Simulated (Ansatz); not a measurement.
Input file:

```yaml
crystal:
  periodic: [false, false, false]
  atoms:
    - {symbol: Mo, position_ang: [0.000000, 0.000000, 0.000000]}
    - {symbol: Mo, position_ang: [0.000000, 0.000000, 2.157600]}
basis:
  gaussian: {orbitals: def2-SVP}
total_charge: 1
magnetization: {spin_polarized: false, initial_magnetization: 7}
correlation: {method: fic_mrcisd_q, electrons: outside_noble_gas, active_space: {window: {electrons: 11, orbitals: 12}, shells: [{species: Mo, l: s, shell: 5}, {species: Mo, l: d, shell: 4}]}}
```

```sh
$ ansatz run in.yaml --threads 2 --pin off --events-out ev --progress --plain --max-ram 24576MiB --backend cuda --devices 0, --max-vram 18GiB
```

Q: Roughly how long does this take on 2 threads of AMD EPYC 7R13 with a shared H100 80 GB, shared host, and how much host memory?

A: 17 s wall and 1.1 GiB.

```
1108 factors; integrals over basis functions are off by at most 1.5e-7 eV
mean field evaluation 1: about -3661.3057 eV, gradient 2.9e1 eV
mean field evaluation 2: about -3661.6131 eV, gradient 2.8e1 eV
mean field evaluation 4: about -3663.7082 eV, gradient 5.2e0 eV
mean field evaluation 8: about -3663.9435 eV, gradient 1.5e0 eV
mean field evaluation 16: about -3664.0565 eV, gradient 2.3e-2 eV
mean field evaluation 32: about -3664.2733 eV, gradient 1.4e-1 eV
mean field evaluation 64: about -3664.0379 eV, gradient 1.4e0 eV
mean field evaluation 96: about -3663.8860 eV, gradient 4.4e-1 eV
mean field evaluation 128: about -3663.7858 eV, gradient 1.5e-3 eV
mean field evaluation 160: about -3664.2563 eV, gradient 3.5e-1 eV
mean field evaluation 192: about -3664.2419 eV, gradient 2.7e-1 eV
mean field evaluation 224: about -3664.0379 eV, gradient 1.4e0 eV
mean field evaluation 256: about -3663.7863 eV, gradient 1.2e-1 eV
mean field evaluation 288: about -3664.0565 eV, gradient 2.5e-6 eV
mean field evaluation 320: about -3663.2605 eV, gradient 1.4e0 eV
mean field evaluation 352: about -3664.0353 eV, gradient 4.1e-1 eV
mean field evaluation 384: about -3664.0565 eV, gradient 1.0e-3 eV
mean field -3664.27787112 eV, -134.6597280270 hartree, gradient 1.1e-6 eV, S^2 15.750000; 22 other end points of the search recorded, 0 dependent functions left out
reference -3664.27787112 eV, -134.6597280270 hartree; 17, 10 occupied and 45, 52 virtual orbitals, 1108 factors
state -3668.28051488 eV, -134.8068224722 hartree
contracted CI cycle   1: correlation 0.00000000 eV, 0.0000000000 hartree, residual 1.63e1 eV
contracted CI cycle   2: correlation -3.55462650 eV, -0.1306301146 hartree, residual 2.13e0 eV
contracted CI cycle   3: correlation -3.64422876 eV, -0.1339229369 hartree, residual 5.43e-1 eV
contracted CI cycle   4: correlation -3.65177142 eV, -0.1342001243 hartree, residual 1.96e-1 eV
contracted CI cycle   5: correlation -3.65260442 eV, -0.1342307365 hartree, residual 5.16e-2 eV
contracted CI cycle   6: correlation -3.65266387 eV, -0.1342329215 hartree, residual 1.63e-2 eV
contracted CI cycle   7: correlation -3.65266974 eV, -0.1342331372 hartree, residual 4.78e-3 eV
contracted CI cycle   8: correlation -3.65267026 eV, -0.1342331560 hartree, residual 1.54e-3 eV
contracted CI cycle   9: correlation -3.65267031 eV, -0.1342331581 hartree, residual 4.71e-4 eV
state -3668.28051488 eV, -134.8068224722 hartree; corrected -3672.18798087 eV, -134.9504191984 hartree
Total energy: -3672.18798087 eV, -134.9504191984 hartree
Checks for a lower state left out: starts, orbital_swaps
```

Natural occupations: 1.5820 1.5820 1.2999 1.0404 1.0404 0.9870 0.9582 0.9582 0.6931 0.4177 0.4177 0.0233.
